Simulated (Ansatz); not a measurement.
## Ansatz (development build ahead of 0.2.0) run

```yaml
crystal:
  periodic: [false, false, false]
  atoms:
    - { symbol: Si, position_ang: [0.0, 0.0, -0.59825] }
    - { symbol: O, position_ang: [0.0, 0.0, 1.04694] }
basis:
  gaussian: { orbitals: cc-pVTZ }
hamiltonian:
  xc: hf
correlation:
  method: mp2
  frozen_orbitals: { O: 1, Si: 5 }
```

The input is written out in the form of the current development build from the run's settings.

The run gave:

| Property | Result |
| --- | --- |
| Converged | yes |
| Reference energy | -363.81336 hartree |
| Correlation energy | -0.35285 hartree |
| Total energy | -364.16621 hartree |
| Spin squared of the determinant | 0.000 |
